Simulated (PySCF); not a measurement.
Species: chloroacetonitrile, C2H2ClN.
Structure used (PBE0-D3(BJ)/def2-TZVP), in Å, numbered top down from 1:
```
atom  x, y, z in Å
N1     2.162    0.027   -0.076
C2     1.015   -0.033   -0.040
C3    -0.430   -0.138    0.006
Cl4   -1.199    1.462    0.039
H5    -0.734   -0.679    0.901
H6    -0.791   -0.669   -0.875
```

Level of theory: PBE0-D3(BJ)/def2-TZVP geometry optimisation, gas phase (PySCF).

Take the most abundant isotopes and a rigid rotor. 

Problem. Give the principal moments of inertia and the rotational constants in MHz.

Solution. Ia = 19.70, Ib = 159.67, Ic = 176.18 u·Å²; 505379 MHz·u·Å²/I gives A = 25658, B = 3165, C = 2868 MHz.

Problem. Classify the top.

Solution. A near-prolate asymmetric top: κ = (2 × 3165 − 25658 − 2868)/(25658 − 2868) = -0.97.

Problem. Is it planar, by Δ = Ic − Ia − Ib?

Solution. Not planar: Δ = Ic − Ia − Ib = -3.18 u·Å². For a rigid frame Δ = −2 Σ m c², so Σ m c² = 1.59 u·Å² lies off the ab plane, practically all of it from hydrogen. The atom farthest from that plane is 0.89 Å away.

Problem. Give the other two planar moments, Paa and Pbb, and the rms extents of the mass along the axes.

Solution. Paa = Σ m a² = (Ib + Ic − Ia)/2 = 158.08 and Pbb = Σ m b² = (Ia + Ic − Ib)/2 = 18.11 u·Å². With the mass M = 74.99 u, the rms extents √(P/M) along a, b and c are 1.45, 0.49, 0.15 Å.

Problem. Which types of transition are allowed, and where do some lines up to J = 2 fall?

Solution. The dipole components are |μa| = 1.97 D, |μb| = 2.66 D, |μc| = 0.00 D; the mirror of this Cs structure is the ab plane, so μc vanishes by symmetry and there are no c-type lines. The squared components, which scale the intensities, stand as 0.54 : 1.00 (a : b). Some lines, for components of 0.1 D or more:

```csv
type,branch,"J(Ka,Kc)",MHz,lower level (cm⁻¹)
a,R,"1(0,1) ← 0(0,0)",6034,0.000
a,R,"2(1,2) ← 1(1,1)",11771,0.952
a,R,"2(0,2) ← 1(0,1)",12064,0.201
a,R,"2(1,1) ← 1(1,0)",12364,0.961
b,Q,"1(1,0) ← 1(0,1)",22790,0.201
b,Q,"2(1,1) ← 2(0,2)",23089,0.604
b,R,"1(1,1) ← 0(0,0)",28527,0.000
b,R,"2(1,2) ← 1(0,1)",34264,0.201
b,Q,"2(2,0) ← 2(1,1)",67482,1.374
b,Q,"2(2,1) ← 2(1,2)",68369,1.344
b,R,"2(2,1) ← 1(1,0)",79843,0.961
```

Problem. Estimate the classical rotational partition function at 25 K, 50 K and 500 K.

Solution. Point group Cs, symmetry number σ = 1; q = (√π/σ)·√((kT/h)³/(ABC)), k/h = 20836.6 MHz/K: 1380 at 25 K, 3910 at 50 K, 123000 at 500 K.

Stationary, but not proved a minimum. These are rigid-rotor constants of the computed structure; measured ground-state constants (B0) also hold zero-point vibration. Quadrupole hyperfine structure (14N, 35Cl) is left out.
